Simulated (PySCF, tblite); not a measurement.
# H2BrO−, a complex of two parts: NMR shifts, interaction energy, infrared bands, spin-spin couplings and core binding energies

One table from this session's results is given with a row withheld; the runs are named, their logs left out.

Computed with tblite 0.8.0 and PySCF 2.14.0; each step states its level. No surroundings beyond the atoms listed, unless a continuum is named. Atoms count from 0, parts from 1.

## Starting point

4 atoms, charge -1, multiplicity 1; geometry: rigid parts in contact. Parts: 1 = atoms 0–2, `O`, charge 0; 2 = atom 3, `[Br-]`, charge -1.

Set-up of the first run:

What the job is given:

```
{"job": {"kind": "dock", "xc": "GFN2-xTB", "basis": "xTB"}, "charge": -1, "multiplicity": 1, "parts": [{"atoms": "0-2", "charge": 0, "multiplicity": 1}, {"atoms": "3-3", "charge": -1, "multiplicity": 1}]}
O      0.001677     0.379319    -0.006013
H      0.771356    -0.193077     0.000476
H     -0.773032    -0.186242     0.005537
Br     1.539976    -1.176883     1.735124
```

Method: GFN2-xTB search for minima from random contacts, gas phase.

Started as:

```sh
$ OMP_NUM_THREADS=1 python cluster_run.py task.json out
```

This one command runs all jobs of the session in turn.

Among the steps run: Search for minima with GFN2-xTB; Geometry optimisation at PBE0-D3(BJ)/def2-TZVPD; Shielding tensors: PBE0/aug-pcSseg-2; Coupled-cluster interaction energy: CCSD(T) and MP2.

One table of the session follows, with a row left open; its other results are not shown here.

It belongs to the step «Coupled-cluster interaction energy: CCSD(T) and MP2». 

```
                 method  interaction energy (kcal/mol)
         HF/aug-cc-pVDZ                         -10.16
        MP2/aug-cc-pVDZ                         -12.10
       CCSD/aug-cc-pVDZ                         -11.51
    CCSD(T)/aug-cc-pVDZ                              ?
         HF/aug-cc-pVQZ                         -10.28
        MP2/aug-cc-pVQZ                         -13.35
    SCS-MP2/aug-cc-pVQZ                         -12.50
      MP2, extrapolated                         -13.58
CCSD(T), limit estimate                         -13.28
```

Q: Estimate the row for CCSD(T)/aug-cc-pVDZ from the others.

As computed: interaction energy (kcal/mol): -11.80. In the column «interaction energy (kcal/mol)» it lies between MP2/aug-cc-pVDZ (-12.10) and CCSD/aug-cc-pVDZ (-11.51).

To keep in mind: The interaction energy leaves out the deformation of the parts, 0.48 kcal/mol (MP2); added to the CCSD(T) estimate it gives a binding of about -12.80 kcal/mol.
